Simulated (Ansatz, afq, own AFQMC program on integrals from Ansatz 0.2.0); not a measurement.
Integrals from Ansatz 0.2.0, then the random walk in our own AFQMC program (afq).

```yaml
crystal:
  periodic: [false, false, false]
  atoms:
    - {symbol: Si, position_ang: [-0.090650, 0.000000, 0.595316]}
    - {symbol: N, position_ang: [0.112778, 0.000000, -1.117785]}
    - {symbol: H, position_ang: [0.579153, -1.226824, 1.121000]}
    - {symbol: H, position_ang: [0.579153, 1.226824, 1.121000]}
    - {symbol: H, position_ang: [-0.099805, -0.830073, -1.648445]}
    - {symbol: H, position_ang: [-0.099805, 0.830073, -1.648445]}
basis:
  gaussian: {orbitals: 6-31G}
magnetization: {spin_polarized: true, initial_magnetization: 1}
correlation: {method: ccsd_t, electrons: outside_noble_gas, hamiltonian_folder: ham}
```

```sh
$ ansatz run in.yaml --threads 1 --pin off --events-out ev --progress --plain --max-ram 1382MiB
```

Options of the walk:

```
--method phaseless --trial cisd --walkers 70 --populations 1 --least-time 40 --time-step 0.005 --steps-per-block 50 --equilibration-blocks 28 --max-blocks 300 --target-error 0.00043 --factor-cut 1e-05 --start spin_pure --seed 1327 --release-times 0.24,0.51,0.99,1.62,2.4 --release-step 0.03 --release-every 4 --taylor-order 6
```

Times are imaginary, in 1/Eh. The walk had a cap of 512 s.

Log:

```
orbitals 24  electrons 7 6  factors 174 of 400
reference energy -345.60026389 Eh
CCSD correlation -0.18020887 Eh in 12 cycles, weight of the determinant in the CISD state 0.9108
energy of the start -345.780385 Eh
 block  time / (1/Eh)  mean weight  energy / Eh
     1     0.250  0.9993  -345.777919
     2     0.500  1.0011  -345.779641
     3     0.750  0.9987  -345.778626
     4     1.000  0.9994  -345.779477
     5     1.250  0.9998  -345.784639
     7     1.750  1.0008  -345.784896
     9     2.250  0.9992  -345.784622
    13     3.250  0.9989  -345.781449
    25     6.250  0.9995  -345.787736
    37     9.250  1.0018  -345.784186
    49    12.250  0.9993  -345.788180
    61    15.250  0.9982  -345.781383
    73    18.250  0.9987  -345.782234
    85    21.250  0.9999  -345.782775
    91    22.750  0.9999  -345.805241
    97    24.250  1.0019  -345.779627
   109    27.250  1.0010  -345.796347
   121    30.250  0.9990  -345.785881
   133    33.250  1.0000  -345.787299
   139    34.750  1.0004  -345.778433
   145    36.250  1.0007  -345.780663
   157    39.250  1.0003  -345.781042
   169    42.250  0.9998  -345.783406
   181    45.250  0.9993  -345.782912
   193    48.250  0.9997  -345.783326
   205    51.250  1.0018  -345.785292
   217    54.250  1.0000  -345.779086
   229    57.250  0.9982  -345.780779
   241    60.250  1.0007  -345.783183
   253    63.250  0.9996  -345.780739
blocks merged  error / Eh  count
     1  0.000273  230
     2  0.000330  115
     4  0.000416  57
     8  0.000413  28
    16  0.000528  14
released: time / (1/Eh)  energy / Eh  error  mean overlap
  0.24  -345.784240  0.000337  0.9988
  0.51  -345.784617  0.000318  1.0012
  0.99  -345.784495  0.000320  0.9985
  1.62  -345.784180  0.000333  1.0080
  2.40  -345.784185  0.000424  1.0058
energy -345.784575 +/- 0.000416 Eh
(rows thinned)
```

The run passed its tests (sampling time, drift between the halves within three errors, error under three times the target), which doesn't prove that it has relaxed.

Against this walk (error 11.3 meV) on the same determinant: CCSD(T) 28.0 meV higher, CCSDT(Q) 4.1 meV higher (within the noise). The error is statistical and leaves out the bias of the constraint. Released to 2.40 1/Eh the energy moves by 11 ± 16 meV (both errors), within twice the noise.

Cautions: constraint bias not in the error.

The walk took 3 min on 1 thread of Arm Neoverse V1, on a shared host. The log's last line is the phaseless energy.

CCSDT and higher add their correlation energy to the determinant of the CCSD(T) run, since their own runs factorise the integrals more tightly (a shift of under 2 meV). A walk keeps the symmetry of its determinant, which the program's search chose and which needn't be the lowest solution, so a lower state of the same spin and another symmetry isn't excluded.
